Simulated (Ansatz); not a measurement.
CH5OSi (`[CH2][SiH2]O`) radical, relaxed with UKS PBE-D4/def2-SVP in Ansatz 0.2.0 from a rough embedded geometry. The force threshold is 0.03 eV/Å; the program also tests the step.

The species carries charge 0 and has multiplicity 2.

Start:

```xyz
8

C    -0.165    1.086    0.545
Si   -0.061   -0.264   -0.547
O     0.937   -1.418    0.080
H    -1.125    1.510    0.805
H     0.756    1.626    0.886
H     0.442    0.177   -1.884
H    -1.414   -0.859   -0.717
H     0.630   -1.857    0.831
```

Question: How much energy does the relaxation release, and in how many steps? (Estimate.)

Answer: Ansatz gave: 0.34 eV, in 5 steps.

Question: Which bonds change most? (An estimate is asked.)

Answer: Computed: C1–Si2 from 1.740 to 1.857 Å; O3–H8 from 0.922 to 0.973 Å; Si2–O3 from 1.649 to 1.688 Å; C1–H4 from 1.081 to 1.104 Å.

Question: Give the relaxed structure. (Estimate.)

Answer: Ansatz gave: 
```xyz
8

C    -0.189    1.153    0.564
Si   -0.096   -0.312   -0.573
O     0.975   -1.492   -0.017
H    -1.133    1.672    0.807
H     0.711    1.597    1.027
H     0.467    0.075   -1.913
H    -1.495   -0.850   -0.759
H     0.761   -1.843    0.866
```
